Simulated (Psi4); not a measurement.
Psi4 input (wB97X-D/6-31G*):

```
memory 1500 MB

molecule {
0 2
C    -0.04611676    1.10658486   -0.24043606
S    -0.01350845   -0.55406625    0.19009309
H     0.62811865   -1.02039440   -0.89361830
H    -0.51679079    1.78106912    0.45592676
H     0.38150795    1.46487603   -1.16118149
symmetry c1
no_reorient
no_com
}

set {
  basis 6-31G*
  reference uks
  scf_type pk
  dft_radial_points 99
  dft_spherical_points 590
  e_convergence 1e-8
  d_convergence 1e-7
  maxiter 150
}

e = energy('wb97x-d')
print_out(f'\nFINAL {e:.10f} DIPOLE {variable("CURRENT DIPOLE")[0]:.6f} {variable("CURRENT DIPOLE")[1]:.6f} {variable("CURRENT DIPOLE")[2]:.6f}\n')
```

Q: What final total energy does it give?

A: -437.99783 Eh.
